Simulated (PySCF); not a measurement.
**H$_{2}$O, SMILES `O` (charge 0, multiplicity 1)**

These are PBE-D3(BJ)/def2-TZVP // PBE-D3(BJ)/def2-SVP (PySCF 2.14.0) values and carry that method's errors.

| Property | Result |
|---|---|
| HOMO | -6.96 eV |
| dipole moment | 2.07 D |
| HOMO–LUMO gap | 6.83 eV |
| LUMO | -0.13 eV |
| vertical ionisation energy (Delta-SCF) | 12.65 eV |
| total energy | -76.3770 Ha |
| cost | around 6 core-seconds (rough) |

Bond lengths (Å): O1–H2 0.975, O1–H3 0.975. Angles (°): H2–O1–H3 102.1.
